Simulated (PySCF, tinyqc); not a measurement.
Worked calculation (part 1 of 2): CCD on RHF in the sto-3g basis, frozen core, for CH2, spin multiplicity 1. The lowest restricted solution is unstable here: a spin-polarised one lies 0.0515 hartree lower (PySCF). Computed by tinyqc, a small Python program that keeps every step (integrals from PySCF). Settings: charge = 0, multiplicity = 1, basis = sto-3g, method = RHF, frozen orbitals = 1, energy threshold = 1e-10, iteration cap = 84, orthogonalisation = symmetric, start = Wolfsberg-Helmholz matrix, DIIS depth = 6, amplitude equations = CCD, DIIS depth for amplitudes = 4, cap on updates = 87. Command: `OMP_NUM_THREADS=1 python tinyqc.py 30023 30024 out.jsonl` (the two numbers bound the seeds that draw the settings). One thread of a shared host (Intel(R) Xeon(R) Processor @ 2.60GHz), about 0.1 s of CPU time with the checks. The early iterations of the SCF are left out here.

## One-electron integrals

Geometry (angstrom):
```
atom         x          y         z
C     0.000000   0.000000  0.000000
H     0.000000   0.925000  0.420000
H     0.000000  -0.925000  0.420000
```

Basis sto-3g: exponents (1/bohr^2) and contraction coefficients of normalised primitives:
```
element  l (shell)   exponent  coefficient
C            s (1)  71.616837     0.154329
C            s (1)  13.045096     0.535328
C            s (1)   3.530512     0.444635
C            s (2)   2.941249    -0.099967
C            s (2)   0.683483     0.399513
C            s (2)   0.222290     0.700115
C            p (3)   2.941249     0.155916
C            p (3)   0.683483     0.607684
C            p (3)   0.222290     0.391957
H            s (1)   3.425251     0.154329
H            s (1)   0.623914     0.535328
H            s (1)   0.168855     0.444635
```

Overlap, kinetic and nuclear-attraction integrals over the contracted functions; the nuclear repulsion is the sum of Za Zb / Rab.

nuclear repulsion = 6.53686572 hartree

overlap S, lower triangle:
```
           1C 1s     1C 2s    1C 2px     1C 2py    1C 2pz     2H 1s     3H 1s
1C 1s   1.000000
1C 2s   0.248362  1.000000
1C 2px  0.000000  0.000000  1.000000
1C 2py  0.000000  0.000000  0.000000   1.000000
1C 2pz  0.000000  0.000000  0.000000   0.000000  1.000000
2H 1s   0.074033  0.534141  0.000000   0.447347  0.203120  1.000000
3H 1s   0.074033  0.534141  0.000000  -0.447347  0.203120  0.151740  1.000000
```

kinetic energy T (hartree), lower triangle:
```
            1C 1s     1C 2s    1C 2px     1C 2py    1C 2pz      2H 1s     3H 1s
1C 1s   15.891122
1C 2s   -0.085890  0.472250
1C 2px   0.000000  0.000000  1.477728
1C 2py   0.000000  0.000000  0.000000   1.477728
1C 2pz   0.000000  0.000000  0.000000   0.000000  1.477728
2H 1s   -0.006664  0.132713  0.000000   0.280960  0.127571   0.760032
3H 1s   -0.006664  0.132713  0.000000  -0.280960  0.127571  -0.007490  0.760032
```

nuclear attraction V (hartree), lower triangle:
```
             1C 1s      1C 2s     1C 2px     1C 2py     1C 2pz      2H 1s      3H 1s
1C 1s   -34.694545
1C 2s    -4.450974  -6.190896
1C 2px    0.000000   0.000000  -6.053216
1C 2py    0.000000   0.000000   0.000000  -6.292621
1C 2pz   -0.016122  -0.157698   0.000000   0.000000  -6.102573
2H 1s    -1.357794  -2.889503   0.000000  -2.255922  -1.062907  -4.547600
3H 1s    -1.357794  -2.889503   0.000000   2.255922  -1.062907  -0.780744  -4.547600
```

core Hamiltonian H = T + V (hartree), lower triangle:
```
             1C 1s      1C 2s     1C 2px     1C 2py     1C 2pz      2H 1s      3H 1s
1C 1s   -18.803423
1C 2s    -4.536864  -5.718646
1C 2px    0.000000   0.000000  -4.575488
1C 2py    0.000000   0.000000   0.000000  -4.814893
1C 2pz   -0.016122  -0.157698   0.000000   0.000000  -4.624845
2H 1s    -1.364458  -2.756790   0.000000  -1.974962  -0.935335  -3.787568
3H 1s    -1.364458  -2.756790   0.000000   1.974962  -0.935335  -0.788234  -3.787568
```

## Two-electron integrals

Functions are numbered as in S; the eight-fold symmetry (ij|kl) = (ji|kl) = (kl|ij) leaves the list below.

Two-electron integrals (ij|kl) in chemists' order, unique and non-zero (hartree):
```
(11|11) 3.541948    (21|11) 0.576921    (21|21) 0.111888    (22|11) 0.854682
(22|21) 0.205284    (22|22) 0.624709    (31|31) 0.020296    (32|31) 0.030858
(32|32) 0.137996    (33|11) 0.852436    (33|21) 0.205335    (33|22) 0.624568
(33|33) 0.672833    (41|41) 0.020296    (42|41) 0.030858    (42|42) 0.137996
(43|43) 0.036269    (44|11) 0.852436    (44|21) 0.205335    (44|22) 0.624568
(44|33) 0.600295    (44|44) 0.672833    (51|51) 0.020296    (52|51) 0.030858
(52|52) 0.137996    (53|53) 0.036269    (54|54) 0.036269    (55|11) 0.852436
(55|21) 0.205335    (55|22) 0.624568    (55|33) 0.600295    (55|44) 0.600295
(55|55) 0.672833    (61|11) 0.173946    (61|21) 0.033480    (61|22) 0.061141
(61|33) 0.060934    (61|41) 0.001879    (61|42) 0.003456    (61|44) 0.061464
(61|51) 0.000853    (61|52) 0.001569    (61|54) 0.000241    (61|55) 0.061043
(61|61) 0.010247    (62|11) 0.372491    (62|21) 0.090443    (62|22) 0.297715
(62|33) 0.291035    (62|41) 0.007809    (62|42) 0.051151    (62|44) 0.307431
(62|51) 0.003546    (62|52) 0.023225    (62|54) 0.007445    (62|55) 0.294415
(62|61) 0.028126    (62|62) 0.178155    (63|31) 0.009736    (63|32) 0.049590
(63|43) 0.010334    (63|53) 0.004692    (63|63) 0.023440    (64|11) 0.273531
(64|21) 0.067343    (64|22) 0.235092    (64|33) 0.223151    (64|41) 0.014861
(64|42) 0.087509    (64|44) 0.256183    (64|51) 0.002327    (64|52) 0.017218
(64|54) 0.010306    (64|55) 0.225700    (64|61) 0.022049    (64|62) 0.167467
(64|64) 0.178053    (65|11) 0.124198    (65|21) 0.030577    (65|22) 0.106745
(65|33) 0.101323    (65|41) 0.002327    (65|42) 0.017218    (65|44) 0.106937
(65|51) 0.010793    (65|52) 0.057407    (65|54) 0.012883    (65|55) 0.111864
(65|61) 0.010012    (65|62) 0.076039    (65|64) 0.070203    (65|65) 0.055316
(66|11) 0.504813    (66|21) 0.124681    (66|22) 0.461964    (66|33) 0.437393
(66|41) 0.014637    (66|42) 0.124156    (66|44) 0.498109    (66|51) 0.006646
(66|52) 0.056374    (66|54) 0.027568    (66|55) 0.449910    (66|61) 0.039498
(66|62) 0.336165    (66|64) 0.350803    (66|65) 0.159283    (66|66) 0.774606
(71|11) 0.173946    (71|21) 0.033480    (71|22) 0.061141    (71|33) 0.060934
(71|41) -0.001879   (71|42) -0.003456   (71|44) 0.061464    (71|51) 0.000853
(71|52) 0.001569    (71|54) -0.000241   (71|55) 0.061043    (71|61) 0.009879
(71|62) 0.026225    (71|64) 0.018522    (71|65) 0.009339    (71|66) 0.035787
(71|71) 0.010247    (72|11) 0.372491    (72|21) 0.090443    (72|22) 0.297715
(72|33) 0.291035    (72|41) -0.007809   (72|42) -0.051151   (72|44) 0.307431
(72|51) 0.003546    (72|52) 0.023225    (72|54) -0.007445   (72|55) 0.294415
(72|61) 0.026225    (72|62) 0.128979    (72|64) 0.086502    (72|65) 0.053443
(72|66) 0.191823    (72|71) 0.028126    (72|72) 0.178155    (73|31) 0.009736
(73|32) 0.049590    (73|43) -0.010334   (73|53) 0.004692    (73|63) 0.015875
(73|73) 0.023440    (74|11) -0.273531   (74|21) -0.067343   (74|22) -0.235092
(74|33) -0.223151   (74|41) 0.014861    (74|42) 0.087509    (74|44) -0.256183
(74|51) -0.002327   (74|52) -0.017218   (74|54) 0.010306    (74|55) -0.225700
(74|61) -0.018522   (74|62) -0.086502   (74|64) -0.043429   (74|65) -0.035063
(74|66) -0.117184   (74|71) -0.022049   (74|72) -0.167467   (74|74) 0.178053
(75|11) 0.124198    (75|21) 0.030577    (75|22) 0.106745    (75|33) 0.101323
(75|41) -0.002327   (75|42) -0.017218   (75|44) 0.106937    (75|51) 0.010793
(75|52) 0.057407    (75|54) -0.012883   (75|55) 0.111864    (75|61) 0.009339
(75|62) 0.053443    (75|64) 0.035063    (75|65) 0.037557    (75|66) 0.084726
(75|71) 0.010012    (75|72) 0.076039    (75|74) -0.070203   (75|75) 0.055316
(76|11) 0.100042    (76|21) 0.024279    (76|22) 0.081156    (76|33) 0.079409
(76|44) 0.082219    (76|51) 0.001638    (76|52) 0.010980    (76|55) 0.081769
(76|61) 0.007327    (76|62) 0.042669    (76|64) 0.034765    (76|65) 0.020053
(76|66) 0.073935    (76|71) 0.007327    (76|72) 0.042669    (76|74) -0.034765
(76|75) 0.020053    (76|76) 0.012181    (77|11) 0.504813    (77|21) 0.124681
(77|22) 0.461964    (77|33) 0.437393    (77|41) -0.014637   (77|42) -0.124156
(77|44) 0.498109    (77|51) 0.006646    (77|52) 0.056374    (77|54) -0.027568
(77|55) 0.449910    (77|61) 0.035787    (77|62) 0.191823    (77|64) 0.117184
(77|65) 0.084726    (77|66) 0.284367    (77|71) 0.039498    (77|72) 0.336165
(77|74) -0.350803   (77|75) 0.159283    (77|76) 0.073935    (77|77) 0.774606
```

## Orthogonalisation

S = U s U^T; symmetric (Loewdin) form X = U s^(-1/2) U^T, so that X^T S X = 1.

eigenvalues of S: 0.249670  0.286952  0.890437  1.000000  1.065435  1.561308  1.946198

X, lower triangle:
```
            1C 1s      1C 2s    1C 2px     1C 2py     1C 2pz      2H 1s     3H 1s
1C 1s    1.027184
1C 2s   -0.158210   1.384423
1C 2px   0.000000   0.000000  1.000000
1C 2py   0.000000   0.000000  0.000000   1.270053
1C 2pz  -0.010763   0.134357  0.000000   0.000000   1.050121
2H 1s    0.026247  -0.409856  0.000000  -0.374377  -0.153355   1.340996
3H 1s    0.026247  -0.409856  0.000000   0.374377  -0.153355  -0.056046  1.340996
```

## Starting guess

The start is the generalised Wolfsberg-Helmholz matrix (K = 1.75) built on H; D = 2 C_occ C_occ^T.

D at the start, lower triangle:
```
            1C 1s      1C 2s    1C 2px     1C 2py    1C 2pz     2H 1s     3H 1s
1C 1s    2.059169
1C 2s   -0.185569   0.857539
1C 2px   0.000000   0.000000  0.000000
1C 2py   0.000000   0.000000  0.000000   0.939611
1C 2pz   0.117131  -0.411357  0.000000   0.000000  1.868998
2H 1s   -0.181344   0.371852  0.000000   0.417075  0.095891  0.396888
3H 1s   -0.181344   0.371852  0.000000  -0.417075  0.095891  0.026625  0.396888
```

## Iteration 7 (converged): orbitals

converged F (hartree), lower triangle:
```
             1C 1s      1C 2s    1C 2px     1C 2py     1C 2pz      2H 1s      3H 1s
1C 1s   -10.967429
1C 2s    -2.954303  -1.461847
1C 2px    0.000000   0.000000  0.236582
1C 2py    0.000000   0.000000  0.000000  -0.328981
1C 2pz   -0.024779  -0.095357  0.000000   0.000000  -0.259330
2H 1s    -0.895226  -0.794408  0.000000  -0.411264  -0.227557  -0.562071
3H 1s    -0.895226  -0.794408  0.000000   0.411264  -0.227557  -0.254353  -0.562071
```

Diagonalise F' = X^T F X, C = X C', fill 4 alpha and 4 beta electrons from the bottom; D = 2 C_occ C_occ^T. Each column has its largest component positive (the first on a tie).

F' = X^T F X (hartree), lower triangle:
```
            1          2         3          4          5          6         7
1  -10.732222
2   -1.557857  -0.474608
3    0.000000   0.000000  0.236582
4    0.000000   0.000000  0.000000   0.165273
5   -0.036570   0.119542  0.000000   0.000000  -0.163694
6   -0.160496  -0.510499  0.000000  -0.527632  -0.230109   0.068397
7   -0.160496  -0.510499  0.000000   0.527632  -0.230109  -0.099202  0.068397
```

orbital energies (hartree): MO1 -10.973700, MO2 -0.843800, MO3 -0.579749, MO4 -0.269027, MO5 0.236582, MO6 0.685198, MO7 0.912621

coefficients C:
```
              MO1        MO2        MO3        MO4       MO5        MO6        MO7
1C 1s    0.992849  -0.220264   0.000000   0.106443  0.000000  -0.189832   0.000000
1C 2s    0.032252   0.638122   0.000000  -0.494845  0.000000   1.281625   0.000000
1C 2px   0.000000   0.000000   0.000000   0.000000  1.000000   0.000000   0.000000
1C 2py   0.000000   0.000000   0.524678   0.000000  0.000000   0.000000   1.272032
1C 2pz   0.005497   0.149548   0.000000   0.874175  0.000000   0.617561   0.000000
2H 1s   -0.007799   0.285012   0.433046   0.153332  0.000000  -0.955476  -0.963583
3H 1s   -0.007799   0.285012  -0.433046   0.153332  0.000000  -0.955476   0.963583
```

D after iteration 7, lower triangle:
```
            1C 1s      1C 2s    1C 2px     1C 2py    1C 2pz      2H 1s     3H 1s
1C 1s    2.091191
1C 2s   -0.322414   1.306223
1C 2px   0.000000   0.000000  0.000000
1C 2py   0.000000   0.000000  0.000000   0.550575
1C 2pz   0.131135  -0.673948  0.000000   0.000000  1.573152
2H 1s   -0.108400   0.211490  0.000000   0.454419  0.353239   0.584664
3H 1s   -0.108400   0.211490  0.000000  -0.454419  0.353239  -0.165451  0.584664
```

## Convergence

Stop when the energy changes by less than 1e-10 hartree and every element of the error matrix X^T (F D S - S D F) X is below 3e-06.

Course of the cycle:
```
iteration   E (hartree)     change  largest element of the error matrix
1          -38.25522884          -                             2.29e-01
2          -38.32526854  -7.00e-02                             4.94e-02
3          -38.33097425  -5.71e-03                             1.60e-02
4          -38.33145561  -4.81e-04                             1.61e-03
5          -38.33146206  -6.45e-06                             2.17e-05
6          -38.33146206  -9.37e-10                             1.71e-06
7          -38.33146206  -6.96e-12                             5.20e-09
```

PySCF RHF in the same basis = -38.33146206 hartree

Converged in 7 iterations.

## Populations, bond orders and dipole

Mulliken: Z minus the diagonal of D S on the atom; Loewdin: the same with S^(1/2) D S^(1/2); Mayer order: 2 sum_s sum (D(s) S)_ij (D(s) S)_ji over the two atoms.

Charges (e):
```
atom   Mulliken    Loewdin
1C    -0.120936  -0.060027
2H     0.060468   0.030013
3H     0.060468   0.030013
```

Mayer bond orders:
```
pair     order
2-1   0.985667
3-1   0.985667
3-2   0.010676
```

dipole moment about the origin, x y z (debye): 0.000000  0.000000  1.599594

## Integrals over molecular orbitals

(pq|rs) = sum C_ip C_jq C_kr C_ls (ij|kl), one index at a time.

one-electron integrals over orbitals h = C^T H C (hartree), lower triangle:
```
            1          2          3          4          5          6          7
1  -18.787689
2    0.364231  -4.663781
3    0.000000   0.000000  -4.245323
4   -0.162339   0.104524   0.000000  -4.505259
5    0.000000   0.000000   0.000000   0.000000  -4.575488
6    0.292954  -0.798419   0.000000  -0.269291   0.000000  -3.506621
7    0.000000   0.000000  -0.889237   0.000000   0.000000   0.000000  -3.677617
```

Two-electron integrals over orbitals (pq|rs), unique and non-zero (hartree); the lowest 1 orbital is frozen and left out:
```
(22|22) 0.553067    (32|32) 0.154924    (33|22) 0.530682    (33|33) 0.547745
(42|22) 0.033161    (42|33) 0.017669    (42|42) 0.073875    (43|32) 0.011792
(43|43) 0.027304    (44|22) 0.513609    (44|33) 0.488443    (44|42) -0.072141
(44|44) 0.693709    (52|52) 0.090132    (53|53) 0.022214    (54|52) -0.032211
(54|54) 0.048436    (55|22) 0.549044    (55|33) 0.502326    (55|42) -0.027655
(55|44) 0.593974    (55|55) 0.672833    (62|22) 0.071110    (62|33) 0.019642
(62|42) 0.006496    (62|44) 0.089081    (62|55) 0.121055    (62|62) 0.096913
(63|32) -0.078407   (63|43) -0.017297   (63|63) 0.087616    (64|22) 0.033379
(64|33) 0.008912    (64|42) 0.020738    (64|44) 0.025246    (64|55) 0.030198
(64|62) 0.042450    (64|64) 0.028664    (65|52) 0.062308    (65|54) -0.015873
(65|65) 0.051086    (66|22) 0.540079    (66|33) 0.526690    (66|42) 0.056935
(66|44) 0.464927    (66|55) 0.508752    (66|62) 0.043494    (66|64) 0.029539
(66|66) 0.571974    (72|32) -0.006242   (72|43) -0.025183   (72|63) 0.047745
(72|72) 0.051472    (73|22) 0.054668    (73|33) 0.035464    (73|42) -0.044991
(73|44) 0.129501    (73|55) 0.122093    (73|62) 0.075249    (73|64) 0.021792
(73|66) 0.005440    (73|73) 0.112444    (74|32) -0.061602   (74|43) 0.017653
(74|63) 0.031146    (74|72) -0.008922   (74|74) 0.052584    (75|53) 0.018828
(75|75) 0.022067    (76|32) 0.123183    (76|43) 0.020790    (76|63) -0.085221
(76|72) -0.028819   (76|74) -0.045954   (76|76) 0.123011    (77|22) 0.533979
(77|33) 0.546372    (77|42) -0.009069   (77|44) 0.546450    (77|55) 0.542016
(77|62) 0.037882    (77|64) 0.008150    (77|66) 0.531473    (77|73) 0.068918
(77|77) 0.588367
```

## CCD: starting amplitudes

t_ij^ab = <ij||ab> / (e_i + e_j - e_a - e_b), whose energy is MP2.

Starting amplitudes (spin orbitals 1a, 1b, ...; amplitudes related by a flip of all spins are not repeated):
```
from      to          t
4a 4b  5a 5b  -0.047898
2a 2b  5a 5b  -0.041713
3a 3b  7a 7b  -0.037673
3a 3b  6a 6b  -0.034632
2a 2b  6a 6b  -0.031692
2a 3b  6a 7b  -0.024906
4a 4b  7a 7b  -0.022250
2a 4b  5a 5b   0.020310
2a 4b  6a 6b  -0.017095
2a 3b  6b 7a   0.015802
4a 4b  6a 6b  -0.015020
2a 2b  7a 7b  -0.014652
3a 3b  5a 5b  -0.013606
3a 4b  6a 7b  -0.012730
2a 3a  6a 7a  -0.009103
3a 4b  6b 7a   0.008907
3a 4a  6a 7a  -0.003823
2a 4b  7a 7b   0.003037
```

correlation energy = -0.02890301 hartree

## CCD: amplitude update 1

t_ij^ab D_ij^ab are set to the remaining terms of the spin-orbital equations, evaluated with the old amplitudes; for the doubles these are <ij||ab> + 1/2 <ab||ef> t_ij^ef + 1/2 <mn||ij> t_mn^ab + P(ij)P(ab) <mb||ej> t_im^ae + terms in t^2, D the orbital-energy denominators.

Amplitudes after update 1 (spin orbitals 1a, 1b, ...; amplitudes related by a flip of all spins are not repeated):
```
from      to          t
4a 4b  5a 5b  -0.084186
2a 2b  5a 5b  -0.054236
3a 3b  7a 7b  -0.047352
3a 3b  6a 6b  -0.044835
2a 2b  6a 6b  -0.038916
2a 3b  6a 7b  -0.032956
2a 4b  5a 5b   0.032164
4a 4b  7a 7b  -0.027336
2a 4b  6a 6b  -0.024687
2a 3b  6b 7a   0.023131
4a 4b  6a 6b  -0.017782
3a 4b  6a 7b  -0.017780
2a 2b  7a 7b  -0.017602
3a 3b  5a 5b  -0.013761
3a 4b  6b 7a   0.011980
2a 3a  6a 7a  -0.009825
3a 4a  6a 7a  -0.005800
2a 4b  7a 7b   0.003488
```

correlation energy = -0.03882655 hartree

## CCD: amplitude update 2

As before.

Amplitudes after update 2 (spin orbitals 1a, 1b, ...; amplitudes related by a flip of all spins are not repeated):
```
from      to          t
4a 4b  5a 5b  -0.113959
2a 2b  5a 5b  -0.057772
3a 3b  7a 7b  -0.050254
3a 3b  6a 6b  -0.048154
2a 2b  6a 6b  -0.040922
2a 4b  5a 5b   0.038218
2a 3b  6a 7b  -0.035260
4a 4b  7a 7b  -0.028249
2a 4b  6a 6b  -0.027699
2a 3b  6b 7a   0.025771
3a 4b  6a 7b  -0.019818
2a 2b  7a 7b  -0.018391
4a 4b  6a 6b  -0.018231
3a 4b  6b 7a   0.013110
3a 3b  5a 5b  -0.011855
2a 3a  6a 7a  -0.009489
3a 4a  6a 7a  -0.006709
2a 4b  7a 7b   0.003518
```

correlation energy = -0.04287789 hartree

## CCD: amplitude update 3

t_ij^ab D_ij^ab are set to the remaining terms of the spin-orbital equations, evaluated with the old amplitudes; for the doubles these are <ij||ab> + 1/2 <ab||ef> t_ij^ef + 1/2 <mn||ij> t_mn^ab + P(ij)P(ab) <mb||ej> t_im^ae + terms in t^2, D the orbital-energy denominators. DIIS then mixes the stored amplitudes.

DIIS coefficients: -1.721431  2.721431

Amplitudes after update 3 (spin orbitals 1a, 1b, ...; amplitudes related by a flip of all spins are not repeated):
```
from      to          t
4a 4b  5a 5b  -0.182854
2a 2b  5a 5b  -0.059385
3a 3b  7a 7b  -0.052844
3a 3b  6a 6b  -0.051138
2a 4b  5a 5b   0.045293
2a 2b  6a 6b  -0.042656
2a 3b  6a 7b  -0.037053
2a 4b  6a 6b  -0.030880
2a 3b  6b 7a   0.028262
4a 4b  7a 7b  -0.028041
3a 4b  6a 7b  -0.022049
2a 2b  7a 7b  -0.019004
4a 4b  6a 6b  -0.017556
3a 4b  6b 7a   0.014292
2a 3a  6a 7a  -0.008791
3a 4a  6a 7a  -0.007757
3a 3b  5a 5b  -0.007372
2a 4b  7a 7b   0.003479
```

correlation energy = -0.04838716 hartree
